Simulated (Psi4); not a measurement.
OSi, charge +1, quartet, at a GFN2-xTB geometry of the parent state (a state made from the parent by changing its charge; the spin is typed, not shown lowest); MP2/def2-SV(P) (Psi4).

Here is a job for Psi4.
```
memory 2 GB

molecule mol {
1 4
Si   -0.000000   -0.000000   -0.548583
O     0.000000    0.000000    0.960020
}

set {
  basis def2-sv(p)
  reference uhf
}

energy('mp2')
print_variables()
```

What the program printed (banner, timings and long lists left out):

```
    SCF Algorithm Type (re)set to DF.

   => Loading Basis Set <=

    Name: DEF2-SV(P)
    Role: ORBITAL
    Keyword: BASIS

         ---------------------------------------------------------
                                   SCF
               by Justin Turney, Rob Parrish, Andy Simmonett
                          and Daniel G. A. Smith
                              UHF Reference
         ---------------------------------------------------------

  ==> Geometry <==

    Molecular point group: c2v
    Full point group: C_inf_v

    Geometry (in Angstrom), charge = 1, multiplicity = 4:

       Center              X                  Y                   Z               Mass
    ------------   -----------------  -----------------  -----------------  -----------------
         SI           0.000000000000     0.000000000000    -0.548759741381    27.976926534650
         O            0.000000000000     0.000000000000     0.959843258619    15.994914619570

  Running in c2v symmetry.

  Rotational constants: A = ************  B =      0.72785  C =      0.72785 [cm^-1]
  Rotational constants: A = ************  B =  21820.26332  C =  21820.26332 [MHz]
  Nuclear repulsion =   39.286576783315425

  Charge       = 1
  Multiplicity = 4
  Electrons    = 21
  Nalpha       = 12
  Nbeta        = 9

  ==> Algorithm <==

  SCF Algorithm Type is DF.
  DIIS enabled.
  MOM disabled.
  Fractional occupation disabled.
  Guess Type is SAD.
  Energy threshold   = 1.00e-08
  Density threshold  = 1.00e-08
  Integral threshold = 1.00e-12

  ==> Primary Basis <==

  Basis Set: DEF2-SV(P)
    Blend: DEF2-SV(P)
    Number of shells: 14
    Number of basis functions: 32
    Number of Cartesian functions: 34
    Spherical Harmonics?: true
    Max angular momentum: 2

   => Loading Basis Set <=

    Name: (DEF2-SV(P) AUX)
    Role: JKFIT
    Keyword: DF_BASIS_SCF

  ==> Integral Setup <==

  SCF_SUBTYPE=INCORE selected. In-core MEM_DF algorithm will be used.
  Using in-core AOs.

  ==> MemDFJK: Density-Fitted J/K Matrices <==

    J tasked:                   Yes
    K tasked:                   Yes
    wK tasked:                   No
    Algorithm:                 Core
    Schwarz Cutoff:           1E-12
    Mask sparsity (%):       0.1953
    Fitting Condition:        1E-10

   => Auxiliary Basis Set <=

  Basis Set: (DEF2-SV(P) AUX)
    Blend: DEF2-UNIVERSAL-JKFIT
    Number of shells: 63
    Number of basis functions: 205
    Number of Cartesian functions: 248
    Spherical Harmonics?: true
    Max angular momentum: 4

  Minimum eigenvalue in the overlap matrix is 2.6521118121E-02.
  Reciprocal condition number of the overlap matrix is 8.3314068180E-03.
    Using symmetric orthogonalization.

  ==> Pre-Iterations <==

  SCF Guess: Superposition of Atomic Densities via on-the-fly atomic UHF (no occupation information).

   -------------------------
    Irrep   Nso     Nmo
   -------------------------
     A1        16      16
     A2         2       2
     B1         7       7
     B2         7       7
   -------------------------
    Total      32      32
   -------------------------

  ==> Iterations <==

                           Total Energy        Delta E     RMS |[F,P]|

   @DF-UHF iter SAD:  -362.70599158774769   -3.62706e+02   0.00000e+00
   @DF-UHF iter   1:  -363.08249012510771   -3.76499e-01   1.24869e-02 ADIIS/DIIS
   @DF-UHF iter   2:  -363.12819785765106   -4.57077e-02   3.68039e-03 ADIIS/DIIS
   @DF-UHF iter   3:  -363.13209678948090   -3.89893e-03   1.67821e-03 ADIIS/DIIS
   @DF-UHF iter   4:  -363.13286872474202   -7.71935e-04   5.22583e-04 ADIIS/DIIS
   @DF-UHF iter   5:  -363.13299699610030   -1.28271e-04   1.98907e-04 ADIIS/DIIS
   @DF-UHF iter   6:  -363.13302209382732   -2.50977e-05   8.05243e-05 DIIS
   @DF-UHF iter   7:  -363.13302798925338   -5.89543e-06   2.67042e-05 DIIS
   @DF-UHF iter   8:  -363.13302863342659   -6.44173e-07   7.24232e-06 DIIS
   @DF-UHF iter   9:  -363.13302867334670   -3.99201e-08   1.87600e-06 DIIS
   @DF-UHF iter  10:  -363.13302867598316   -2.63645e-09   5.83376e-07 DIIS
   @DF-UHF iter  11:  -363.13302867624219   -2.59035e-10   1.28576e-07 DIIS
   @DF-UHF iter  12:  -363.13302867625555   -1.33582e-11   2.63087e-08 DIIS
   @DF-UHF iter  13:  -363.13302867625600   -4.54747e-13   5.29488e-09 DIIS
  Energy and wave function converged.

  ==> Post-Iterations <==

   @Spin Contamination Metric:   8.848675638E-03
   @S^2 Expected:                3.750000000E+00
   @S^2 Observed:                3.758848676E+00
   @S   Expected:                1.500000000E+00
   @S   Observed:                1.500000000E+00

    Orbital Energies [Eh]
    ---------------------

    Alpha Occupied:

[...]
    Alpha Virtual:

[...]
    Beta Occupied:

[...]
    Beta Virtual:

[...]
    Final Occupation by Irrep:
             A1    A2    B1    B2
    DOCC [     6,    0,    1,    2 ]
    SOCC [     1,    0,    1,    1 ]
    NA   [     7,    0,    2,    3 ]
    NB   [     6,    0,    1,    2 ]

  @DF-UHF Final Energy:  -363.13302867625600

   => Energetics <=

    Nuclear Repulsion Energy =             39.2865767833154251
    One-Electron Energy =                -574.4015907107648218
    Two-Electron Energy =                 171.9819852511932936
    Total Energy =                       -363.1330286762560604

  UHF NO Occupations:
  HONO-2 :    3 B2 1.0000000
  HONO-1 :    2 B1 1.0000000
  HONO-0 :    7 A1 1.0000000
  LUNO+0 :    8 A1 0.0019736
  LUNO+1 :    4 B2 0.0014869
  LUNO+2 :    9 A1 0.0009603
  LUNO+3 :    3 B1 0.0000036

Computation Completed

Properties will be evaluated at   0.000000,   0.000000,   0.000000 [a0]

Properties computed using the SCF density matrix

 Multipole Moments:

 ------------------------------------------------------------------------------------
     Multipole            Electronic (a.u.)      Nuclear  (a.u.)        Total (a.u.)
 ------------------------------------------------------------------------------------

 L = 1.  Multiply by 2.5417464519 to convert [e a0] to [Debye]
 Dipole X            :          0.0000000            0.0000000            0.0000000
 Dipole Y            :          0.0000000            0.0000000            0.0000000
 Dipole Z            :         -1.4233795           -0.0073516           -1.4307312
 Magnitude           :                                                    1.4307312

 ------------------------------------------------------------------------------------

  //>>>>>>>>>>>>>>>>>>>>>>>>>>>>>>>>>>>//
  //               DFMP2               //
  //<<<<<<<<<<<<<<<<<<<<<<<<<<<<<<<<<<<//

   => Loading Basis Set <=

    Name: (DEF2-SV(P) AUX)
    Role: RIFIT
    Keyword: DF_BASIS_MP2

	 --------------------------------------------------------
	                          DF-MP2
	      2nd-Order Density-Fitted Moller-Plesset Theory

	        Rob Parrish, Justin Turney, Andy Simmonett,
	           Ed Hohenstein, and C. David Sherrill
	 --------------------------------------------------------

	 --------------------------------------------------------
	                 NBF =    32, NAUX =   110
	 --------------------------------------------------------
	   CLASS    FOCC     OCC    AOCC    AVIR     VIR    FVIR
	   ALPHA       0      12      12      20      20       0
	    BETA       0       9       9      23      23       0
	 --------------------------------------------------------

	-----------------------------------------------------------
	 ==================> DF-MP2 Energies <====================
	-----------------------------------------------------------
	 Reference Energy          =    -363.1330286762560036 [Eh]
	 Singles Energy            =      -0.0000000000000000 [Eh]
	 Same-Spin Energy          =      -0.0474357518591953 [Eh]
	 Opposite-Spin Energy      =      -0.1278677182642500 [Eh]
	 Correlation Energy        =      -0.1753034701234452 [Eh]
	 Total Energy              =    -363.3083321463794277 [Eh]
	-----------------------------------------------------------
	 ================> DF-SCS-MP2 Energies <==================
	-----------------------------------------------------------
	 SCS Same-Spin Scale       =       0.3333333333333333 [-]
	 SCS Opposite-Spin Scale   =       1.2000000000000000 [-]
	 SCS Same-Spin Energy      =      -0.0158119172863984 [Eh]
	 SCS Opposite-Spin Energy  =      -0.1534412619171000 [Eh]
	 SCS Correlation Energy    =      -0.1692531792034984 [Eh]
	 SCS Total Energy          =    -363.3022818554595119 [Eh]
	-----------------------------------------------------------

  Variable Map:
  ----------------------------------------------------------------------------
[...]
  Array Variable Map:
  ----------------------------------------------------------------------------
[...]
[...]
```
